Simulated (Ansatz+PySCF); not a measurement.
A calculation with Ansatz (development build ahead of 0.2.0).

```yaml
crystal:
  periodic: [false, false, false]
  atoms:
    - { symbol: C, position_ang: [0.0, 0.0, -0.21798] }
    - { symbol: H, position_ang: [0.0, 0.0, 1.30786] }
basis:
  gaussian: { orbitals: "6-31G" }
magnetization:
  spin_polarized: true
  initial_magnetization: 1
hamiltonian:
  xc: hf
scf:
  omitted_lower_state_checks: [starts, atomic_configurations, cluster_reference, orbital_swaps, given_window_search, neighbouring_geometries, increment]
```

The input is written out in the form of the current development build from the run's settings.

The run gave:

```
Converged                       : yes
Total energy                    : -38.20926 hartree
Spin squared of the determinant : 0.967
Stability test                  : minimum
```

Caution: the unrestricted determinant is spin contaminated.
